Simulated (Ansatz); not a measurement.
Results of PBE (PAW; Ansatz, a first-principles code) for fcc Ca.

Run with plane-wave cutoff 520 eV, 18×18×18 k mesh, Fermi–Dirac smearing 0.1 eV, perturbation theory, force constants from a 6×6×6 q mesh, scalar-relativistic PAW data made under PBE.

Computed at the level's own relaxed cell. Harmonic vibrational thermodynamics at fixed volume:

```
T (K)  S_vib (J/K per mol of atoms)  C_V (J/K per mol of atoms)  F_vib (eV/atom)
-----  ----------------------------  --------------------------  ---------------
0                              0.00                        0.00           0.0207
100                               …                           …                …
200                               …                           …                …
400                               …                           …                …
500                               …                           …                …
600                               …                           …                …
900                               …                           …                …
```

Q: Fill in the missing entries.

A: 
- 100, S_vib (J/K per mol of atoms): 17.13
- 100, C_V (J/K per mol of atoms): 20.05
- 100, F_vib (eV/atom): 0.0137
- 200, S_vib (J/K per mol of atoms): 32.47
- 200, C_V (J/K per mol of atoms): 23.56
- 200, F_vib (eV/atom): -0.0127
- 400, S_vib (J/K per mol of atoms): 49.23
- 400, C_V (J/K per mol of atoms): 24.59
- 400, F_vib (eV/atom): -0.0992
- 500, S_vib (J/K per mol of atoms): 54.73
- 500, C_V (J/K per mol of atoms): 24.71
- 500, F_vib (eV/atom): -0.1532
- 600, S_vib (J/K per mol of atoms): 59.25
- 600, C_V (J/K per mol of atoms): 24.78
- 600, F_vib (eV/atom): -0.2123
- 900, S_vib (J/K per mol of atoms): 69.31
- 900, C_V (J/K per mol of atoms): 24.87
- 900, F_vib (eV/atom): -0.4132

The crystal is taken as a harmonic solid at every temperature: melting, phase changes and thermal expansion are not seen, nor the electrons' share in a metal.
